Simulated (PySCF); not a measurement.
Compound: thioformamide, CH3NS.
SMILES: `NC=S`

Level of theory: TDDFT CAM-B3LYP/aug-cc-pVTZ, vertical, gas phase, core orbitals frozen in the response in PySCF 2.14.0, density-fitted response routines. One conformer (not necessarily the lowest) at the PBE0-D3(BJ)/def2-TZVP geometry, without solvent, vibrations or thermal averaging. Torsions of this conformer, `[NH2:1][CH:2]=[S:3]`: H–N1–C2–S3 180°, H–N1–C2–S3 0°.

Broadening: Gaussians 0.3 eV wide at half height, area fixed by f = 4.319×10⁻⁹ ∫ε dν̃. The cross-section is σ = 3.8235×10⁻²¹ ε cm², given in Mb (10⁻¹⁸ cm²). The width is an assumption, not a result. The curve ends short of the highest state used, and states not computed would add to its high-energy end.

(E (eV), σ (Mb)): (2.95, 0.00), (3.09, 0.00), (3.23, 0.01), (3.37, 0.03), (3.51, 0.02), (3.65, 0.00), (3.79, 0.00), (3.93, 0.00), (4.07, 0.00), (4.22, 0.00), (4.36, 0.00), (4.50, 0.00), (4.64, 0.03), (4.78, 0.82), (4.92, 6.61), (5.06, 16.07), (5.20, 13.63), (5.35, 27.87), (5.49, 79.11), (5.63, 73.26), (5.77, 26.75), (5.91, 20.16), (6.05, 23.34), (6.19, 24.27)

Question: Locate the maxima and give the states behind the curve.

Answer: 365 nm (3.40 eV), ε about 8.1, made up of S1 (100%); 243 nm (5.10 eV), ε about 4400, made up of S2 (99%); 223 nm (5.55 eV), ε about 23000, made up of S3 (100%); 202 nm (6.15 eV), ε about 6500, made up of S5 (19%) and S6 (80%) (ε in L mol⁻¹ cm⁻¹; maxima over ε = 5, shares over 10%). The states used: S1 3.40 eV (f 0.0001); S2 5.09 eV (f 0.048); S3 5.55 eV (f 0.257); S4 5.64 eV (f 0.0001); S5 5.95 eV (f 0.051); S6 6.20 eV (f 0.062); S7 6.38 eV (f 0.0005); S8 6.52 eV (f 0.0019); S9 6.76 eV (f 0.050); S10 6.79 eV (f 0.0051).

Question: What would ε be at 5.55 eV, the highest of these maxima, with half the width (0.15 eV)?

Answer: About 46100 L mol⁻¹ cm⁻¹ against 23100, a factor of about 2.00; a lone state at its own centre would give exactly 2.

Question: On this curve, what absorbance would a 10⁻⁴ mol/L sample give at 254 nm over a 1 cm path?

Answer: 254 nm is 4.881 eV, where ε is about 1100 L mol⁻¹ cm⁻¹, so A = ε c l ≈ 0.11 (Beer–Lambert, with the gas-phase spectrum and the assumed width).

Question: Does any computed singlet lie in the visible range?

Answer: No computed singlet lies in the visible range (380 to 750 nm); the lowest, at 365 nm, stands 0.13 eV above its violet end (3.26 eV); a Tamm–Dancoff triplet lies at 406 nm, without intensity as long as spin–orbit coupling is left out.

On one thread of an Intel Xeon Platinum 8259CL at 2.50 GHz, no GPU, shared host, this took 18 s of wall time and 0.75 GiB of memory at its peak.
